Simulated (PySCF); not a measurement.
# The bond of LiAl, level by level

Aim: find the lowest electronic state of LiAl, scan its bond at several levels of theory, and get bond length, wavenumber and dissociation energy from each curve.

Program: PySCF 2.14.0. Level of theory: Li def2-SVPD, Al def2-SVPD, no relativity. These are calculated values, not measurements.

## 1. Set-up

Settings of the job:

```json
{
 "atoms": "Li, Al",
 "charge": "0",
 "basis": "Li def2-SVPD, Al def2-SVPD",
 "Hamiltonian": "no relativity",
 "basis functions": "36",
 "electrons treated": "16",
 "masses in u": "7.0160, 26.9815",
 "levels": "PBE0, PBE, r²SCAN, r²SCANh, BLYP, TPSSh, ωB97X, HF, MP2, SCS-MP2, CCSD, CCSD(T)",
 "grid": "80 radial by 434 angular points",
 "occupations": "held fixed by the projection of orbital angular momentum",
 "dissociation limit": "Li + Al, each in its ground configuration",
 "starting distance in angstrom": "2.480",
 "values of 2S to try": "0, 2"
}
```

The runs that follow: First curve: PBE0; Higher solutions at PBE0; PBE (GGA); r²SCAN (meta-GGA); r²SCANh (hybrid meta-GGA); BLYP; TPSSh (hybrid meta-GGA); ωB97X; RHF (mean field); MP2 and coupled cluster.

What does the calculation give? Wanted: for each run, Re; ωe; De; μ.

As calculated:

Lowest PBE0 solution found, without spin–orbit coupling: ¹Σ⁺ (singlet), closed shell. State 2 has its PBE0 minimum 0.02 eV higher. State 3 has its PBE0 minimum 0.25 eV higher, as a spin-mixed determinant (⟨S²⟩ = 1.02), so this is no gap between pure states. The other levels ran on the lowest alone.

```csv
level,Re (Å),ωe (cm⁻¹),De (eV),μ (D)
RHF,2.969,300,0.087,-4.12
RHF-MP2,2.963,289.3,0.62,n/a
RHF-SCS-MP2,2.968,285.9,0.66,n/a
RHF-CCSD,2.958,275.1,0.79,n/a
RHF-CCSD(T),2.961,271.0,0.84,n/a
PBE,2.942,285.5,0.98,-2.54
BLYP,2.933,281.7,0.97,-2.32
r²SCAN,2.958,287.4,0.82,-3.17
TPSSh,2.940,293.7,0.98,-3.21
r²SCANh,2.950,291.5,0.80,-3.33
PBE0,2.929,296.8,0.89,-3.18
ωB97X,2.890,314,0.93,-4.54
```

De is counted to Li + Al in their ground configurations. A positive dipole means Li(−)Al(+).

The methods spread over 0.079 Å in bond length, from ωB97X to RHF. Of the levels with a De here, RHF gives the least (0.087 eV) and PBE the most (0.98 eV).

Correlated steps freeze 5 core orbitals. T1 is 0.024 near the minimum (highest on the curve 0.026), which may point to more than one leading configuration.
